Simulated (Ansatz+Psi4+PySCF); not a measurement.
The numbers below are computed, except where a source is named.
A run of Ansatz (development build ahead of 0.2.0) on singlet C₂H₄ at this shape:

```xyz
6

C     0.6675    0.0000    0.0000
C    -0.6675    0.0000    0.0000
H     1.2377    0.9228    0.0000
H     1.2377   -0.9228    0.0000
H    -1.2377    0.9228    0.0000
H    -1.2377   -0.9228    0.0000
```

Its results:

```
Converged                                                          : yes
Reference energy                                                   : -78.06355 hartree
Correlation energy                                                 : -0.33567 hartree
Total energy                                                       : -78.39921 hartree
Spin squared of the determinant                                    : 0.000
Stability test                                                     : minimum among restricted orbitals
Occupied orbitals by symmetry in an Abelian subgroup (alpha; beta) : 3 Ag 2 B1u 1 B2u 1 B3g 1 B3u; 3 Ag 2 B1u 1 B2u 1 B3g 1 B3u
```

(1) Which input gives this output? Name the method, the orbitals and the basis set, and write the input.

## Answers

(1) RHF-MP2 in cc-pVTZ. An unrestricted run that stays on the closed shell gives the same numbers.

```yaml
crystal:
  periodic: [false, false, false]
  atoms:
    - { symbol: C, position_ang: [0.66748, 0.0, 0.0] }
    - { symbol: C, position_ang: [-0.66748, 0.0, 0.0] }
    - { symbol: H, position_ang: [1.23769, 0.92283, 0.0] }
    - { symbol: H, position_ang: [1.23769, -0.92283, 0.0] }
    - { symbol: H, position_ang: [-1.23769, 0.92283, 0.0] }
    - { symbol: H, position_ang: [-1.23769, -0.92283, 0.0] }
basis:
  gaussian: { orbitals: cc-pVTZ }
hamiltonian:
  xc: hf
correlation:
  method: mp2
  frozen_orbitals: { C: 1, H: 0 }
```
